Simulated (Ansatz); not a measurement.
# C2H5NS: the cost of one run

Program: Ansatz 0.2.0, Gaussian basis. Level of theory: the settings change from run to run. These are calculated values, not measurements.

## (1) The relaxed structure

The geometry comes from an earlier relaxation with PBE0-D4 in a triple-zeta def2 set; it is a stationary point, not always the lowest conformer.

9 atoms, charge 0, spin multiplicity 1.

Atoms are counted from 1 here; the program's logs count them from 0.

Bond lengths: C1–C2 1.335 Å, C1–H5 1.084 Å, C1–H6 1.080 Å, C2–N3 1.384 Å, C2–S4 1.770 Å, N3–H7 1.009 Å, N3–H8 1.008 Å, S4–H9 1.340 Å. Angles: C2–C1–H5 120.3°, C2–C1–H6 121.7°, H5–C1–H6 118.0°, C1–C2–N3 125.4°, C1–C2–S4 124.1°, N3–C2–S4 110.3°, C2–N3–H7 115.2°, C2–N3–H8 114.5°, H7–N3–H8 113.1°, C2–S4–H9 95.9°.

As a file:

```
C     0.66681    0.99119   -0.02549
C    -0.16661   -0.05097   -0.05125
N     0.01370   -1.20310   -0.79600
S    -1.72990   -0.09274    0.77824
H     1.63420    0.93011   -0.51058
H     0.39419    1.92343    0.44610
H    -0.22461   -2.06134   -0.32295
H     0.89492   -1.25206   -1.28323
H    -1.39409    0.76918    1.74806
```

## (2) wB97X-V/cc-pVTZ-DK

This run has a point charge of 0.50 e beside it, relativity set to scalar.

in.yaml reads:

```yaml
crystal:
  periodic: [false, false, false]
  atoms:
    - {symbol: C, position_ang: [0.666811, 0.991187, -0.025486]}
    - {symbol: C, position_ang: [-0.166608, -0.050970, -0.051253]}
    - {symbol: N, position_ang: [0.013697, -1.203104, -0.796000]}
    - {symbol: S, position_ang: [-1.729900, -0.092739, 0.778240]}
    - {symbol: H, position_ang: [1.634195, 0.930112, -0.510584]}
    - {symbol: H, position_ang: [0.394187, 1.923434, 0.446102]}
    - {symbol: H, position_ang: [-0.224613, -2.061340, -0.322951]}
    - {symbol: H, position_ang: [0.894924, -1.252061, -1.283225]}
    - {symbol: H, position_ang: [-1.394094, 0.769182, 1.748057]}
basis:
  gaussian: {orbitals: cc-pVTZ-DK, point_charges: [{charge: 0.50, position_ang: [4.828, -0.952, -0.324]}]}
hamiltonian: {xc: {name: wB97X-V}, pseudopotentials: {relativity: scalar}}
output: {forces: true}
```

On the command line:

```console
> ansatz run in.yaml --threads 2 --pin off --events-out ev --progress --plain --max-ram 4352MiB
```

Q: Estimate wall time and peak memory on 2 threads of Arm Neoverse V1, shared host.

About 11 s, with a peak of 0.53 GiB.
